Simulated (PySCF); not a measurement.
Species: NP.
SMILES with atom numbers: `[N:1]#[P:2]`

Cartesian coordinates in Å at the PBE/def2-TZVP level; atoms count from 1:
```
atom  x, y, z in Å
N1     0.751   -0.010    0.004
P2    -0.749   -0.002   -0.005
```

Method used: PySCF, PBE/def2-TZVP geometry optimisation, gas phase.

Take the most abundant isotopes and a rigid rotor. 

Task: What are the moment of inertia and the rotational constant?

Result: I = 21.696 u·Å², B = 505379 MHz·u·Å²/I = 23294 MHz (0.7770 cm⁻¹, or 1.118 K as hB/k). For two atoms I = μr² with μ = 9.6434 u and r = 1.4999 Å.

Task: List the first levels of a rigid rotor in a Σ state.

Result: E(J) = BJ(J+1): J = 1: 1.554, J = 2: 4.662, J = 3: 9.324, J = 4: 15.540, J = 5: 23.310, J = 6: 32.634 cm⁻¹.

Task: Where do the first rotational lines fall?

Result: The dipole is 2.66 D; J+1 ← J lies at 2B(J+1): 1 ← 0 at 46.59 GHz, 2 ← 1 at 93.17 GHz, 3 ← 2 at 139.76 GHz, 4 ← 3 at 186.35 GHz, 5 ← 4 at 232.94 GHz, 6 ← 5 at 279.52 GHz.

Not checked by PBE/def2-TZVP frequencies. Zero-point vibration and centrifugal distortion are left out.

Time: 4.8 s; peak memory 0.28 GiB. Hardware: Arm Neoverse N1, one thread, no GPU, shared host with 64 logical CPUs at a one-minute load of 60. That covers the optimisation of the geometry.
